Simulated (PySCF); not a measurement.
# CHNO (HOCN): the cost of one run

Programs: PySCF 2.14.0, with density-fitted response routines of our own. Each step states its level of theory. These are calculated values for one molecule in the gas phase, unless marked as measured. Atoms are numbered from 0 throughout.

### Step 1. The starting structure

4 atoms, charge 0, multiplicity 1; geometry from: MMFF94s.

Bonds of the start (Å): N0–C1 1.16, C1–O2 1.32, O2–H3 0.97.

### Step 2. Relaxing the molecule at PBE0-D3(BJ)/def2-SVP

What the job is given:

```
{"job": {"xc": "PBE0", "basis": "def2-SVP", "d3": "d3bj", "grid": 1, "kind": "geom"}, "charge": 0, "multiplicity": 1}
N      1.579773    -0.274195     0.007488
C      0.447384    -0.034623     0.020713
O     -0.849300     0.230766    -0.000468
H     -1.177857     0.078052    -0.899372
```

On the command line:

```sh
OMP_NUM_THREADS=1 python probes_run.py task.json out
```

One launch serves the whole session: the jobs run in the order shown.

Q: Estimate the wall time and peak memory of this first job on 1 thread of Intel Xeon Platinum 8259CL at 2.50GHz, shared host.

About 4.8 s, with a peak of 0.25 GiB.
